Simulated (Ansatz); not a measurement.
A made-up structure of NaBH2O, singlet:

B1  (-0.036, 0.509, -0.160)
O2  (0.035, -0.500, 0.156)
Na3  (0.142, -2.030, 0.636)
H4  (-1.169, 1.012, -0.065)
H5  (1.028, 1.008, -0.568)
(Å)

It is relaxed with PBE-D4/def2-SVP and then PBE0-D4/def2-TZVP (Ansatz 0.2.0). Atoms count as bonded within 1.22 times the sum of their covalent radii (H–H: 0.88 Å). The end point is not checked to be a true minimum.

(1) Does its bonding change? (A judgement: the text doesn't fix the answer.)

Answers

(1) Computed: Yes. Formed: none; broken: B1–Na3.

Where it ends: The first stage lowers the energy by 4.99 eV in 6 steps. It ends as NaBH₂O ([BH2][O][Na]):
| atom | x (Å) | y (Å) | z (Å) |
| --- | --- | --- | --- |
| B1 | -0.0440 | 0.6283 | -0.1968 |
| O2 | 0.0433 | -0.6167 | 0.1930 |
| Na3 | 0.1755 | -2.5056 | 0.7849 |
| H4 | -1.1043 | 1.2486 | -0.1576 |
| H5 | 0.9296 | 1.2453 | -0.6234 |

Labels in which every atom is bracketed show which atoms are joined, not bond orders.

For scale, one of the runs: PBE0-D4/def2-TZVP relaxation, 106 basis functions, launched by `ansatz run in.yaml --threads 2 --pin off --events-out ev --progress --plain --max-ram 4352MiB`. The run took about 9.5 s on 2 CPU threads of an Arm Neoverse V1 (shared host).
